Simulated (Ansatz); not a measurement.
# CH₅LiSi (SMILES [Li][CH2][SiH3]): single points off equilibrium

An exercise on one series of results from a longer session: the logs are not shown, and one member is left open.

Method: single points in def2-TZVPP; program: Ansatz 0.2.0, Gaussian basis.

Correlated methods freeze the cores. The outer core shell of Li, Na, Mg and K is correlated.

## The system as given

SMILES `[Li][CH2][SiH3]`, 8 atoms, charge 0, spin multiplicity 1.

Atoms are counted from 1 here; the program's logs count them from 0.

Bond lengths: Li1–C2 1.957 Å, C2–Si3 1.870 Å, C2–H4 1.079 Å, C2–H5 1.087 Å, Si3–H6 1.496 Å, Si3–H7 1.466 Å, Si3–H8 1.500 Å. Angles: Li1–C2–Si3 121.3°, Li1–C2–H4 105.4°, Li1–C2–H5 107.8°, Si3–C2–H4 108.7°, Si3–C2–H5 106.0°, H4–C2–H5 106.9°, C2–Si3–H6 110.9°, C2–Si3–H7 116.1°, C2–Si3–H8 108.6°, H6–Si3–H7 107.0°, H6–Si3–H8 107.4°, H7–Si3–H8 106.4°.

Coordinates:

```mol
CH5LiSi
  3D, bonds by distance, orders not assigned

  8  7  0  0  0  0  0  0  0  0999 V2000
   -2.3349    0.8216   -0.4472 Li  0  0
   -0.4305    0.4481   -0.7000 C   0  0
    0.5703   -0.4247    0.6167 Si  0  0
   -0.3692   -0.1209   -1.6151 H   0  0
    0.0726    1.3940   -0.8810 H   0  0
    0.5272    0.3293    1.9081 H   0  0
    1.9833   -0.6577    0.3041 H   0  0
   -0.0378   -1.7733    0.8638 H   0  0
  1  2  8  0
  2  3  8  0
  2  4  8  0
  2  5  8  0
  3  6  8  0
  3  7  8  0
  3  8  8  0
M  END
```

Set-up of the first run:

run/in.yaml

```yaml
crystal:
  periodic: [false, false, false]
  atoms:
    - {symbol: Li, position_ang: [-2.334900, 0.821600, -0.447200]}
    - {symbol: C, position_ang: [-0.430500, 0.448100, -0.700000]}
    - {symbol: Si, position_ang: [0.570300, -0.424700, 0.616700]}
    - {symbol: H, position_ang: [-0.369200, -0.120900, -1.615100]}
    - {symbol: H, position_ang: [0.072600, 1.394000, -0.881000]}
    - {symbol: H, position_ang: [0.527200, 0.329300, 1.908100]}
    - {symbol: H, position_ang: [1.983300, -0.657700, 0.304100]}
    - {symbol: H, position_ang: [-0.037800, -1.773300, 0.863800]}
basis:
  gaussian: {orbitals: def2-TZVPP}
correlation: {method: ccsd_t}
output: {forces: true}
```

The command line of these runs was not kept.

Steps of the session up to this table: CCSD(T)/def2-TZVPP; PBE0-D4/def2-TZVPP; wB97M-V/def2-TZVPP; r2SCAN-D4/def2-TZVPP; PBE-D4/def2-TZVPP; LC-wPBE/def2-TZVPP; r2SCAN0-D4/def2-TZVPP.

One table of the session follows, with a row left open; its other results are not shown here.

```
    method  RMS force component (eV/Å)  angle to CCSD(T) forces (°)  dipole (D)
   CCSD(T)                       0.387                    reference        6.96
   PBE0-D4                           ?                            ?           ?
   wB97M-V                       0.394                          6.9        6.84
 r2SCAN-D4                       0.427                          6.0        7.03
    PBE-D4                       0.451                         12.9        6.79
   LC-wPBE                       0.445                         10.2        6.95
r2SCAN0-D4                       0.414                         10.5        7.04
```

Estimate the missing values for PBE0-D4.

The run gave: RMS force component (eV/Å): 0.425; angle to CCSD(T) forces (°): 7.3; dipole (D): 6.92. In the column «RMS force component (eV/Å)» it lies between r2SCAN0-D4 (0.414) and r2SCAN-D4 (0.427).
